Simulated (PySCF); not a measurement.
**Gas-phase XPS of `F[C@@H]1COCO1`, computed**

C3H5FO2.
Geometry (GFN2-xTB, Å), atoms numbered from 1 in this order:
```xyz
11
C3H5FO2 angstrom
F     -0.5930    1.7497    0.7752
C     -0.5118    0.8716   -0.2903
C     -0.9218   -0.5391    0.1915
O      0.2416   -1.3111   -0.0132
C      1.2980   -0.4003   -0.0607
O      0.7871    0.7434   -0.7129
H     -1.1273    1.3063   -1.0836
H     -1.7352   -0.9725   -0.3894
H     -1.1935   -0.4956    1.2535
H      2.1166   -0.8148   -0.6506
H      1.6446   -0.1349    0.9545
```

The calculation used delta-SCF UKS SCAN, pcX-2 on the ionised atom, pcseg-1 elsewhere, spin-free X2C in PySCF 2.14.0. These are vertical core ionisation energies against the vacuum level, from separate self-consistent calculations with and without the core hole.

Task: What binding energy does each computed site have?

Result: 
```json
{"atom(s)": "F1", "environment": "alkyl fluorine", "level": "F 1s", "binding energy (eV)": "692.55", "above the level's lowest (eV)": "0.00", "count": "1"}
{"atom(s)": "C2", "environment": "sp3 C–F carbon", "level": "C 1s", "binding energy (eV)": "294.86", "above the level's lowest (eV)": "+2.04", "count": "1"}
{"atom(s)": "C3", "environment": "sp3 carbon bound to oxygen", "level": "C 1s", "binding energy (eV)": "292.82", "above the level's lowest (eV)": "0.00", "count": "1"}
{"atom(s)": "O4", "environment": "cyclic ether oxygen", "level": "O 1s", "binding energy (eV)": "539.17", "above the level's lowest (eV)": "0.00", "count": "1"}
{"atom(s)": "C5", "environment": "sp3 carbon bearing two oxygens", "level": "C 1s", "binding energy (eV)": "294.07", "above the level's lowest (eV)": "+1.25", "count": "1"}
{"atom(s)": "O6", "environment": "cyclic ether oxygen", "level": "O 1s", "binding energy (eV)": "539.44", "above the level's lowest (eV)": "+0.27", "count": "1"}
```

The listed C 1s values span 2.04 eV, from C3 (bonded to O, C and 2 H) to C2 (bonded to F, O, C and H). Summing the Pauling electronegativity differences to the bonded atoms, each weighted by its formal bond order, gives +0.19 for the lowest site and +1.97 for the highest; no listed site has a larger sum than the highest.

The listed O 1s values span 0.27 eV, from O4 (bonded to 2 C) to O6 (bonded to 2 C). Summing the Pauling electronegativity differences to the bonded atoms, each weighted by its formal bond order, gives -1.78 for the lowest site and -1.78 for the highest; the sum is the same at every site.

Task: What is the longest wavelength that can ionise O 1s of O6 vertically?

Result: λ = hc/E = 12398.42 eV Å / 539.44 eV = 22.984 Å.

Geometry: GFN2-xTB, one conformer, isolated molecule.
